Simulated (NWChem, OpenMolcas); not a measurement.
## Predicting a hybrid from its neighbours: CHCl2F (dichlorofluoromethane)

The species is CHCl2F (5 atoms), meant as a singlet with charge 0. SMILES: `FC(Cl)Cl`. The shape is that of a PBE0-D4/def2-TZVP optimisation.

The dipole moment y, in D, basis def2-SVPD; a is the functional's share of exact exchange. Programs: NWChem 7.3.0, OpenMolcas 26.06.

| functional | program | a | y (D) |
| --- | --- | --- | --- |
| TPSS | NWChem | 0 | 1.24 |
| revPBE | NWChem | 0 | 1.19 |
| B3LYP | OpenMolcas | 0.2 | ? |
| PBE0 | NWChem | 0.25 | 1.27 |
| BHLYP | NWChem | 0.5 | 1.35 |

Fit y = c + s·a to the known rows and predict B3LYP.


1. Means of the 4 rows: a = 0.1875, y = 1.262.
2. Σ(Δa)² = 0.17188, Σ(Δa·Δy) = 0.045625, so the slope is 0.045625/0.17188 = 0.26545.
3. Intercept: 1.262 − (0.26545) × 0.1875 = 1.212. The largest residual of the fit is 0.028.
4. B3LYP: 1.212 + (0.26545) × 0.2 = 1.27 D.

The run gave 1.27 D, so the prediction is off by 0.00 D: they agree to the digits shown. More exact exchange makes the molecule more polar here. The rows mix families of semi-local functionals, which the line can't see. The measured value is 1.29 D (NIST CCCBDB); in this basis the line meets it at a = 0.29.
